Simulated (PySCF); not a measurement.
# `[BH2-]C` ([CH5B]-•): adiabatic energies of losing or gaining an electron at several levels

The parent is a doublet.

All levels share the PBE0-D3(BJ)/ma-def2-SVP structures and the PBE0-D3(BJ)/ma-def2-SVP thermal terms; only the single-point energies (PySCF) change. Values are adiabatic energies of losing or gaining an electron (0 K, eV).

```jsonl
{"level": "HF/ma-def2-TZVP", "detachment energy to the singlet neutral": "-0.90", "time": "3.3 s"}
{"level": "CCSD(T)/ma-def2-TZVP", "detachment energy to the singlet neutral": "-0.79", "time": "8.1 min"}
{"level": "MP2/ma-def2-TZVP", "detachment energy to the singlet neutral": "-0.77", "time": "13 s"}
{"level": "B3LYP-D3(BJ)/ma-def2-TZVP", "detachment energy to the singlet neutral": "-0.23", "time": "–"}
```

Times are wall times for all single points of a level on 1 thread of Arm Neoverse V1, a shared host; the dash marks the run that also made the structures.

Hartree-Fock leaves out electron correlation, so its ionisation energies and electron affinities from energy differences come out too low, often by 1 eV or more.

At CCSD(T)/ma-def2-TZVP a relaxed species lies above the same state at the other structure, so the structures fit that level poorly.

The spread: 0.68 eV, from -0.90 to -0.23.

Known limits: the parent anion holds its electron weakly or not at all, so the values hang on the basis.

Differences come from unrounded values, so a last digit can differ from that of the printed terms.
